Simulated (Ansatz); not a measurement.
# CH₃S−: small, medium and large basis sets

How large a basis does CH₃S− need? Two functionals are run in growing sets.

The runs use Ansatz 0.2.0, Gaussian basis; one geometry, several basis sets.

Plan: PBE0-D4/def2-SVPD; ωB97M-V/def2-SVPD; PBE0-D4/def2-QZVPPD; ωB97M-V/def2-QZVPPD; the functionals' def2-TZVPPD values are taken from earlier runs.

### Step 1. The geometry

All runs share one geometry, relaxed beforehand with PBE0-D4 in a triple-zeta def2 set.

SMILES `C[S-]`, 5 atoms, charge -1, spin multiplicity 1.

Atoms are counted from 1 here; the program's logs count them from 0.

Bond lengths: C1–S2 1.820 Å, C1–H3 1.098 Å, C1–H4 1.098 Å, C1–H5 1.098 Å. Angles: S2–C1–H3 111.9°, S2–C1–H4 111.9°, S2–C1–H5 111.9°, H3–C1–H4 107.0°, H3–C1–H5 107.0°, H4–C1–H5 107.0°.

As a file:

```
C    -0.1021    0.0235    0.0554
S     1.4659   -0.3376   -0.7956
H    -0.2769   -0.6585    0.8979
H    -0.9643   -0.0715   -0.6178
H    -0.1225    1.0441    0.4600
```

### Step 2. PBE0-D4 in def2-SVPD

Contents of in.yaml:

```yaml
crystal:
  periodic: [false, false, false]
  atoms:
    - {symbol: C, position_ang: [-0.102132, 0.023522, 0.055427]}
    - {symbol: S, position_ang: [1.465939, -0.337576, -0.795557]}
    - {symbol: H, position_ang: [-0.276948, -0.658541, 0.897921]}
    - {symbol: H, position_ang: [-0.964308, -0.071451, -0.617775]}
    - {symbol: H, position_ang: [-0.122541, 1.044057, 0.459974]}
basis:
  gaussian: {orbitals: def2-SVPD}
total_charge: -1
hamiltonian: {xc: pbe0, dispersion: d4}
output: {orbitals: {seedname: orbitals}}
```

Started as:

```sh
$ ansatz run in.yaml --threads 2 --pin off --events-out ev --progress --plain --max-ram 32768MiB --backend cpu
```

After this run come: ωB97M-V in def2-SVPD; PBE0-D4 in def2-QZVPPD; ωB97M-V in def2-QZVPPD.

**Question.** What will the summary of the whole plan be? Wanted: PBE0-D4: double and triple zeta above quadruple; ωB97M-V: double and triple zeta above quadruple.

As calculated:

| quantity | value |
| --- | --- |
| PBE0-D4: double and triple zeta above quadruple | 5.11, 0.38 eV |
| ωB97M-V: double and triple zeta above quadruple | 5.13, 0.36 eV |

What this shows: PBE0-D4 gains 4.73 eV from double to triple zeta, then 0.38 eV more. These are total energies; as a rule much of such shifts cancels in differences, which this series doesn't test. The LUMO of ωB97M-V is positive and keeps falling with the basis (5.91 to 4.21 eV): an unbound level that the basis holds in place.
